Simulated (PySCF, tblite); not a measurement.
**CH₂BeO, a complex of two parts: NMR shifts, interaction energy, infrared bands, spin-spin couplings and core binding energies**

An exercise on one series of results from a longer session: the logs are not shown, and one member is left open.

Programs: tblite 0.8.0 and PySCF 2.14.0. All values are calculated, for the isolated system unless a continuum is named. Atoms count from 0, parts from 1.

## The system as given

5 atoms, charge 0, multiplicity 1; geometry: rigid parts in contact. Parts: 1 = atoms 0–2, `[BeH2]`, charge 0; 2 = atoms 3–4, `[C-]#[O+]`, charge 0.

The first run:

What the job is given:

```
{"job": {"kind": "dock", "xc": "GFN2-xTB", "basis": "xTB"}, "charge": 0, "multiplicity": 1, "parts": [{"atoms": "0-2", "charge": 0, "multiplicity": 1}, {"atoms": "3-4", "charge": 0, "multiplicity": 1}]}
Be     0.000210     0.000214     0.000024
H      0.951940    -0.081427    -0.850660
H     -0.952150     0.081213     0.850636
C      1.386213     2.332367    -1.171278
O      1.780580     3.059687    -0.405519
```

Method: GFN2-xTB search for minima from random contacts, gas phase.

Started as:

```sh
$ OMP_NUM_THREADS=1 python cluster_run.py task.json out
```

The driver reads the jobs from task.json and runs them one after another.

Among the steps run: Bringing the parts together with GFN2-xTB; Optimising the geometry at PBE0-D3(BJ)/def2-TZVPD; Shielding tensors: PBE0/pcSseg-2; Coupled-cluster interaction energy: CCSD(T) and MP2.

One of the session's tables, all rows but one given; the rest of the session is left out.

It belongs to the step «Coupled-cluster interaction energy: CCSD(T) and MP2». 

```
                 method  interaction energy (kcal/mol)
         HF/aug-cc-pVDZ                              ?
        MP2/aug-cc-pVDZ                          -9.61
       CCSD/aug-cc-pVDZ                          -7.92
    CCSD(T)/aug-cc-pVDZ                          -8.65
         HF/aug-cc-pVQZ                          -5.03
        MP2/aug-cc-pVQZ                         -11.82
    SCS-MP2/aug-cc-pVQZ                         -10.37
      MP2, extrapolated                         -12.06
CCSD(T), limit estimate                         -11.10
```

**Question.** Estimate the row for HF/aug-cc-pVDZ.

As computed: interaction energy (kcal/mol): -4.10. In the column «interaction energy (kcal/mol)» it is the highest.

Limits of these values: The interaction energy leaves out the deformation of the parts, 6.71 kcal/mol (MP2); added to the CCSD(T) estimate it gives a binding of about -4.39 kcal/mol.
